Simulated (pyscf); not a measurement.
# Atom transfer: Cl–GaH–Cl (SMILES [Cl][GaH][Cl]) + H• (SMILES [H]) -> HCl (SMILES Cl) + [Cl–GaH]• (SMILES [Cl][GaH])

Gas phase, doublet surface, charge 0. Bonds broken: Cl1–Ga2. Bonds formed: Cl1–H5. Structures and frequencies: ωB97X-D3(BJ)/def2-SVP in PySCF. Correlated levels are frozen-core, on RHF or UHF. ΔMP2 is the change of the MP2 total energy from the triple- to the quadruple-zeta basis.

Transition state (Å):

```xyz
5

Cl     0.2520    -0.5394    -0.2102
Ga    -1.8646     0.1668     0.4388
Cl    -3.4019    -1.3256     0.2791
H     -2.2441     1.6825     0.5256
H      1.4592    -0.8539    -1.1539
```

One imaginary mode, 1210i cm⁻¹; descent along it reached the two sides named, in the forms told below.

```tsv
bond	change	reactant side (Å)	saddle	product side
Cl1–Ga2	breaks	2.131	2.324	2.9
Cl1–H5	forms	3.7	1.564	1.295
```

Electronic energies relative to the separated reactants (kJ/mol):

```csv
level,barrier,reaction energy,reverse barrier
ωB97X-D3(BJ)/def2-TZVP,76.2,+10.8,65.4
PBE/def2-TZVP,22.9,-14.3,37.2
r²SCAN/def2-TZVP,31.7,-8.2,39.9
B3LYP-D3(BJ)/def2-TZVP,33.7,-20.6,54.3
PBE0-D3(BJ)/def2-TZVP,45.4,-3.7,49.0
M06-2X/def2-TZVP,66.1,-1.9,68.0
ωB97M-D3(BJ)/def2-TZVP,66.3,-11.5,77.7
HF/def2-TZVP,134.8,+14.8,120.0
MP2/def2-QZVPP,87.6,+16.7,70.9
CCSD/def2-TZVPP,76.2,-7.7,84.0
CCSD(T)/def2-TZVPP,70.5,-4.2,74.7
CCSD(T)/def2-TZVPP + ΔMP2(QZVPP),68.2,-2.8,70.9
```

With CCSD(T)/def2-TZVPP + ΔMP2(QZVPP) energies and thermal terms (ideal gas, 1 atm, RRHO with modes under 100 cm⁻¹ raised to 100, one conformer, R ln 2 for rigid chiral ones), in kJ/mol:

| T (K) | ΔH‡ | ΔG‡ | ΔH | ΔG |
|---|---|---|---|---|
| 298 | 66.7 | 90.7 | +6.3 | -6.4 |
| 600 | 65.3 | 115.6 | +2.6 | -17.9 |
| 900 | 64.0 | 141.0 | -1.5 | -27.2 |
| 1200 | 62.8 | 166.8 | -5.3 | -35.2 |

On the product side the descent ends in a complex, 30.3 kJ/mol under the separated species and 95.7 kJ/mol under the saddle at ωB97X-D3(BJ)/def2-TZVP. One saddle was located; it need not be the lowest between these sides. The angle at the transferred Cl is 159°. The CCSD(T) − MP2 part came from Ansatz, without density fitting, on the same reference. The frozen core leaves the outer d or s,p core shells of the metals and heavy elements correlated in the MP2 and CC values, and def2-TZVPP describes them poorly, which can shift differences by a few kcal/mol. Elements up to Kr have no core potential and no relativistic terms here.
